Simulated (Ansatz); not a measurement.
Two isomers of C4H6O: A = `C=C=CCO`, B = `CC1=C(O)C1`.

Calculated with Ansatz (gas phase, PBE0-D4/def2-TZVP geometries, no zero-point term in ΔE). CCSD(T)/CBS adds triple-zeta CCSD(T) − MP2 to the extrapolated MP2 energy (def2 sets, frozen cores). DFT in def2-TZVPP. B3LYP here is the variant with VWN-RPA as its local correlation; programs differ in this. Each species was taken in one conformer, which may not be the lowest.

Problem. Which is lower in electronic energy at CCSD(T)/CBS, and by how much? (Estimate.)

Solution. Computed: A, by 15.4 kcal/mol.

Problem. Give E(B) − E(A) in kcal/mol with HF/def2-TZVPP, ωB97M-V, B3LYP-D4, CCSD(T)/def2-TZVPP, PBE0-D4, B3LYP, CCSD/def2-TZVPP. (An estimate is asked.)

Solution. Ansatz gave: HF/def2-TZVPP 18.6, ωB97M-V 14.0, B3LYP-D4 16.5, CCSD(T)/def2-TZVPP 15.1, PBE0-D4 10.4, B3LYP 16.6, CCSD/def2-TZVPP 15.3. None reverses the order clearly.

Largest T1 diagnostic: 0.012.

In def2-TZVPP, CCSD(T) changes the Hartree–Fock value by −3.5 kcal/mol (the triples alone add −0.2 kcal/mol) and MP2 by −7.4 kcal/mol. From PBE to PBE0 (25 % exact exchange), in def2-TZVPP and without D4, E(B) − E(A) moves by −1.0 kcal/mol.
